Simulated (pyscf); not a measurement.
Structures and frequencies: ωB97X-D3(BJ)/def2-SVP in PySCF.

Task: For the elementary gas-phase step F–SnH₃ (SMILES [F][SnH3]) + SnH₄ (SMILES [SnH4]) → H₃Sn–SnH₃ (SMILES [SnH3][SnH3]) + HF (SMILES F) (singlet surface; F–Sn, H–Sn broken, Sn–Sn, F–H formed), what barrier and reaction energy does ωB97M-D3(BJ)/def2-TZVP give, measured from the separated reactants?

Result: ΔE‡ = 1.52 eV, ΔE = 0.00 eV. Zero-point energy shifts the barrier by -0.02 eV. It is a four-centre exchange, with an imaginary mode of 937i cm⁻¹. One saddle was located; it need not be the lowest between these sides. Elements past Kr carry the def2 core potentials, without spin-orbit coupling.
